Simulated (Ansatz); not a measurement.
# H4Si: the cost of one run

Method: def2-QZVPP, core rule «outside noble gas», up to 5 orbitals frozen; program: Ansatz 0.2.0, Gaussian basis.

Plan: UHF; ROHF; CCSD(T) on UHF.

2 further runs of the same task are left out: 2 set aside as unsound or not needed.

### Step 1. The system

The geometry is a PBE0/def2-TZVP stationary point (not a proven minimum) of the parent state, kept for this charge and spin.

5 atoms, charge 0, spin multiplicity 3.

Atoms are counted from 1 here; the program's logs count them from 0.

Bond lengths: Si1–H2 1.485 Å, Si1–H3 1.485 Å, Si1–H4 1.485 Å, Si1–H5 1.485 Å. Angles: H2–Si1–H3 109.5°, H2–Si1–H4 109.5°, H2–Si1–H5 109.5°, H3–Si1–H4 109.5°, H3–Si1–H5 109.5°, H4–Si1–H5 109.5°.

### Step 2. UHF

in.yaml reads:

```yaml
crystal:
  periodic: [false, false, false]
  atoms:
    - {symbol: Si, position_ang: [0.000000, 0.000000, 0.000000]}
    - {symbol: H, position_ang: [0.855850, 0.858745, 0.856831]}
    - {symbol: H, position_ang: [-0.859551, -0.854424, 0.857445]}
    - {symbol: H, position_ang: [-0.854730, 0.855535, -0.861149]}
    - {symbol: H, position_ang: [0.858431, -0.859856, -0.853127]}
basis:
  gaussian: {orbitals: "def2-QZVPP.json"}
magnetization: {spin_polarized: true, initial_magnetization: 2}
hamiltonian: {xc: hf}
output: {orbitals: {seedname: orbitals}}
```

On the command line:

```console
ansatz run in.yaml --threads 1 --pin off --events-out ev --progress --plain --max-ram 4096MiB --backend cpu
```

**Question.** How long does this run take on 1 thread of AMD EPYC 7R13, shared host, and how much memory does it need?

About 68 s, with a peak of 0.37 GiB.
